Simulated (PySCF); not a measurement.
Compound: C₂H₄Cl₂.
SMILES with atom numbers: `[CH3:1][CH:2]([Cl:3])[Cl:4]` (hydrogens: H5, H6, H7 on C1; H8 on C2)

The same species was optimised twice, with GFN2-xTB and with PBE0-D3(BJ)/def2-SVP (PySCF), and the same property calculations (PySCF, gas phase) were run on both structures.

| coordinate | GFN2-xTB | PBE0-D3(BJ)/def2-SVP | change |
| --- | --- | --- | --- |
| C1–H7 (Å) | 1.088 | 1.100 | +0.012 |
| C1–H6 (Å) | 1.088 | 1.099 | +0.011 |
| C1–H5 (Å) | 1.087 | 1.099 | +0.012 |
| C2–H8 (Å) | 1.092 | 1.097 | +0.005 |
| C1–C2 (Å) | 1.511 | 1.506 | -0.005 |
| C2–Cl3 (Å) | 1.783 | 1.784 | +0.001 |
| C2–Cl4 (Å) | 1.783 | 1.783 | 0.000 |
| Cl3–C2–Cl4 (°) | 109.0 | 110.6 | +1.6 |
| Cl3–C2–H8 (°) | 106.9 | 106.0 | -0.9 |
| Cl4–C2–H8 (°) | 106.9 | 106.1 | -0.8 |
| C1–C2–H8 (°) | 112.7 | 112.4 | -0.3 |
| C2–C1–H5 (°) | 110.4 | 110.1 | -0.3 |
| C1–C2–Cl4 (°) | 110.5 | 110.8 | +0.3 |
| C2–C1–H7 (°) | 109.6 | 109.8 | +0.2 |
| C1–C2–Cl3 (°) | 110.5 | 110.7 | +0.2 |

Rotational constants: A = 6411, B = 3244, C = 2289 MHz (GFN2-xTB) against A = 6478, B = 3183, C = 2263 MHz (PBE0-D3(BJ)/def2-SVP). Point groups within 0.08 Å: Cs and Cs. Atoms that the bonding makes alike are paired by their places after alignment.

On the GFN2-xTB structure: HOMO (eV) -8.65 [PBE0/pcSseg-1]; LUMO (eV) 0.08 [PBE0/pcSseg-1]; dipole (D) 2.23 [PBE0/pcSseg-1]; GIAO shielding of C1 (ppm) 152.4 [PBE0/pcSseg-1]; GIAO shielding of C2 (ppm) 102.1 [PBE0/pcSseg-1]; GIAO shielding of Cl3/Cl4 (mean) (ppm) 656.1 [PBE0/pcSseg-1].

Problem. What do these properties become on the PBE0-D3(BJ)/def2-SVP structure?

Solution. 
```
                                    property          level  on GFN2-xTB  on PBE0-D3(BJ)/def2-SVP  change
                                   HOMO (eV)  PBE0/pcSseg-1        -8.65                    -8.71   -0.06
                                   LUMO (eV)  PBE0/pcSseg-1         0.08                     0.03   -0.05
                                  dipole (D)  PBE0/pcSseg-1         2.23                     2.20   -0.03
energy, GFN2-xTB geometry as zero (kcal/mol)  PBE0/pcSseg-1          0.0                     -0.2    -0.2
                  GIAO shielding of C1 (ppm)  PBE0/pcSseg-1        152.4                    150.7    -1.7
                  GIAO shielding of C2 (ppm)  PBE0/pcSseg-1        102.1                    101.6    -0.5
      GIAO shielding of Cl3/Cl4 (mean) (ppm)  PBE0/pcSseg-1        656.1                    660.2    +4.1
```

The heavy atoms differ by 0.015 Å rms after alignment. Among all bonds C1–H5, C1–H6 and C1–H7 change most and about equally (+0.011 to +0.012 Å). Changes are differences of the printed values. Neither structure is proved a minimum here.
